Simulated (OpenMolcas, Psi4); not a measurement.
## Worked example: vertical energy of the triplet above the singlet of C2H4 (ethylene)

The species is C2H4 (6 atoms), meant as a singlet with charge 0. As SMILES, `C=C`. The shape is that of a PBE0-D4/def2-TZVP optimisation.

```xyz
6

C    -0.0874   -0.6399   -0.1428
C     0.0875    0.6399    0.1428
H     0.0320   -1.4127    0.6089
H    -0.3574   -0.9691   -1.1405
H    -0.0321    1.4127   -0.6089
H     0.3575    0.9691    1.1405
```

Both states at this one shape; open shells run unrestricted unless said. 1 Eh = 27.2114 eV.

| level | program | singlet C2H4 (Eh) | triplet C2H4 (Eh) |
| --- | --- | --- | --- |
| r2SCAN/def2-TZVP | OpenMolcas | -78.560900 | -78.405091 |
| M06-2X/def2-TZVP | OpenMolcas | -78.571976 | -78.401529 |
| B2PLYP/def2-TZVP (density fitting for correlation), 2 core orbitals frozen | Psi4 | -78.536277 | -78.367609 |

**Question.** Work out the vertical gap, second state less first, at each level.

**Answer.** 
1. r2SCAN/def2-TZVP: -78.405091 − (-78.560900) = 0.155809 Eh = 4.24 eV.
2. M06-2X/def2-TZVP: -78.401529 − (-78.571976) = 0.170447 Eh = 4.64 eV.
3. B2PLYP/def2-TZVP (density fitting for correlation): -78.367609 − (-78.536277) = 0.168668 Eh = 4.59 eV.

No measured value is set beside it here; the levels span 4.24 to 4.64 eV.
